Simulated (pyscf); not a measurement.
`[PH2][GeH]` [singlet] + `[H][H]` → `[PH3]` + `[GeH2]` [singlet], a four-centre exchange (singlet surface; Ge–P, H–H broken, H–P, Ge–H formed). PySCF, gas phase, ωB97X-D3(BJ)/def2-SVP geometries. Energies in eV from the separated reactants.

Small-basis levels: PySCF, no dispersion term, spherical d functions. 

```
level                    barrier  reaction energy
-----------------------  -------  ---------------
HF/3-21G                    1.88            +0.38
BP86/6-31G*+LANL2DZ         0.87            +0.45
B3LYP/STO-3G                1.17            +0.37
B3LYP/3-21G                 1.16            +0.67
B3LYP/6-31G*+LANL2DZ        1.12            +0.30
B3LYP/6-311+G**+LANL2DZ     0.87            +0.22
PBE/def2-SVP                0.41            +0.46
ωB97M-D3(BJ)/def2-TZVP      0.76            +0.33
```

Against the last row the barrier runs from -0.35 (PBE/def2-SVP) to +1.12 eV (HF/3-21G). At PBE/def2-SVP this geometry lies under one side, so the entry may be no barrier of that level: it is a single point on another level's saddle. ωB97M-D3(BJ)/def2-TZVP has limits of its own. On the product side the descent ends in a complex, 0.34 eV under the separated species and 0.64 eV under the saddle at ωB97X-D3(BJ)/def2-TZVP. This is the saddle that the search found; another between the same sides may lie lower. In the def2 sets elements up to Kr have no core potential.
